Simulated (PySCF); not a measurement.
Simulated absorption spectrum

Species: 2,2-dichloroethanol, C2H4Cl2O.
SMILES with atom numbers: `[OH:1][CH2:2][CH:3]([Cl:4])[Cl:5]` (hydrogens: H6 on O1; H7, H8 on C2; H9 on C3)

Method used: TDDFT CAM-B3LYP/def2-SVPD, vertical, gas phase, core orbitals frozen in the response in PySCF. One conformer (not necessarily the lowest) at the PBE0-D3(BJ)/def2-SVP geometry, without solvent, vibrations or thermal averaging. Torsions of this conformer, `[OH:1][CH2:2][CH:3]([Cl:4])[Cl:5]`: O1–C2–C3–Cl4 178°, H–O1–C2–C3 60°.

Computed states:

| state | E (eV) | f |
| --- | --- | --- |
| S1 | 7.04 | 0.0015 |
| S2 | 7.29 | 0.017 |
| S3 | 7.47 | 0.0026 |
| S4 | 7.68 | 0.011 |
| S5 | 7.81 | 0.0046 |
| S6 | 8.02 | 0.0008 |
| S7 | 8.30 | 0.0002 |
| S8 | 8.49 | 0.019 |
| S9 | 8.53 | 0.025 |
| S10 | 8.65 | 0.0049 |

Each state is given a Gaussian of 0.25 eV full width at half maximum, with ε(max) = 2.175×10⁸ f / Δν̃ (Δν̃ the width in cm⁻¹). The width is an assumption, not a result. The curve ends short of the highest state used, and states not computed would add to its high-energy end.

(1) What does the envelope look like, and where are its maxima?

(2) Coming from long wavelengths, where does ε first pass 100 L mol⁻¹ cm⁻¹?

(3) Does any computed singlet lie in the visible range?

## Answers

(1) 
| E (eV) | ε (L mol⁻¹ cm⁻¹) |
| --- | --- |
| 6.67 | 0 |
| 6.73 | 2 |
| 6.79 | 10 |
| 6.85 | 33 |
| 6.91 | 81 |
| 6.97 | 153 |
| 7.03 | 261 |
| 7.09 | 475 |
| 7.15 | 894 |
| 7.21 | 1461 |
| 7.27 | 1860 |
| 7.33 | 1802 |
| 7.39 | 1379 |
| 7.45 | 964 |
| 7.51 | 832 |
| 7.57 | 1017 |
| 7.63 | 1336 |
| 7.69 | 1513 |
| 7.75 | 1397 |
| 7.81 | 1068 |
| 7.87 | 696 |
| 7.93 | 402 |
| 7.99 | 222 |
| 8.05 | 126 |

Maxima: 170 nm (7.29 eV), ε about 1900, made up of S2 (96%); 161 nm (7.70 eV), ε about 1500, made up of S4 (80%) and S5 (18%) (ε in L mol⁻¹ cm⁻¹; maxima over ε = 5, shares over 10%).

(2) At about 179 nm (6.93 eV), 0.11 eV below S1.

(3) No computed singlet lies in the visible range (380 to 750 nm); the lowest, at 176 nm, stands 3.78 eV above its violet end (3.26 eV).

All these states lie below the vertical ionisation energy of 11.00 eV (ΔSCF).

Time: 70 s wall. Hardware: one thread of an x86-64 server, no GPU, shared host.
